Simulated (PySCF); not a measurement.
# Working out the ionisation energy of Ar

Ar [Ar] (1S) → Ar⁺ [Ne] 3s2 3p5 (2P). All numbers are calculated (PySCF 2.14, scalar relativity by spin-free X2C-1e, in x2c-SVPall (4s3p1d, 18 functions)). Frozen: [Ne]. Energies in hartree (1 hartree = 27.21139 eV):

```csv
part,Ar (lower),Ar⁺ (upper)
UHF,-528.412033,-527.875894
CCSD correlation,-0.152583,-0.130689
(T),-0.000709,-0.000879
```

Task: What does Hartree-Fock give?

Result: (-527.875894) − (-528.412033) = 0.536139 hartree = 14.589 eV.

Task: What do CCSD and CCSD(T) give?

Result: The CCSD correlation energies differ by 0.021894 hartree = 0.596 eV and the triples by -0.000170 hartree = -0.005 eV, so CCSD gives 15.185 eV and CCSD(T) 15.180 eV.

Measured between the centres of the two terms (NIST): 15.819 eV, so CCSD(T) (valence) is off by -0.639 eV.

A double-zeta basis recovers only part of the correlation energy.

What remains against the reference includes basis incompleteness, the frozen core and higher excitations.
